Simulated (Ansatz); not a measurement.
For fluorite CeO2, PBE+SOC (plane waves, PAW; Ansatz, a program for electronic structure) gives:

| Quantity | Result |
|---|---|
| equilibrium lattice constant a | 5.463 Å |
| bulk modulus | 174 GPa |
| band gap at the measured cell | 1.89 eV |

### Question
What does HSE06 (plane waves, PAW; Ansatz) give for the same quantities?

### Answer

- lattice constant a: 5.394 Å (drops by 1.3 %)
- bulk modulus: 208 GPa (goes up by 20 %)
- band gap at the measured cell: 3.59 eV (grows by 1.70 eV)

For comparison: lattice constant a 5.391 Å (measured, 0 K, extrapolated to 0 K; as tabulated in Stimac et al. (2024), arXiv:2411.06536); bulk modulus 220 ± 9 GPa (measured, room temperature, not corrected to a static lattice, our sources range from 220 to 230; as tabulated in High Pressure Brillouin Spectroscopy and X-ray Diffraction of Cerium Dioxide …); band gap 3 eV (measured, temperature not stated, no zero-point or thermal correction, O 2p to Ce 4f, our sources range from 3.00 to 3.20; as tabulated in Tran et al. (2019), arXiv:1908.01820).

Changes are worked out from the printed values.

Unless a cell is named, each level is at its own relaxed cell (PBE+SOC 13.59, HSE06 13.08 Å³/atom).

Spin–orbit coupling is included only where a level's name says +SOC; with heavier elements it mostly lowers gaps and can invert bands. Density-functional gaps are differences of (generalised) Kohn–Sham levels.

The crystal itself was run without spin with HSE06; a magnetic state was not tried in these runs.

Ansatz's density-functional and Hartree–Fock values are scalar-relativistic unless marked +SOC, with PAW data made under PBE.
